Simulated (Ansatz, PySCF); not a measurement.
This Ansatz (a program for electronic structure) input computes a PBE0/def2-TZVPD energy:

Ansatz 0.2 input:
```yaml
crystal:
  periodic: [false, false, false]
  atoms:
    - {symbol: S, position_ang: [-0.00000000, -0.00000000, -0.07925565]}
    - {symbol: H, position_ang: [0.00000000, 0.00000000, 1.26809037]}
basis:
  gaussian:
    orbitals: def2-TZVPD
hamiltonian:
  xc: {name: PBE0}
magnetization: {spin_polarized: true, initial_magnetization: 1}
output: {forces: true}
```

Q: Write an input for the same energy in PySCF and say what it gives.

A: 
```python
from pyscf import gto, scf, dft

mol = gto.M(
    atom='''
    S    -0.00000000   -0.00000000   -0.07925565
    H     0.00000000    0.00000000    1.26809037
    ''',
    basis='def2-tzvpd',
    charge=0,
    spin=1,
    symmetry='C2v',
    verbose=4,
)

mf = dft.UKS(mol, xc='pbe0').density_fit(auxbasis='def2-universal-jkfit')
mf.grids.level = 3
mf.conv_tol = 1e-9
mf.max_cycle = 100
mf.max_memory = 1500
mf.kernel()
if not mf.converged:
    mf = mf.newton()
    mf.kernel(mf.make_rdm1())
mf.analyze()
```
It gives -398.61335 Eh, and Ansatz -398.61332 Eh, a difference of 0.03 mEh, from the treatment of integrals and grids.
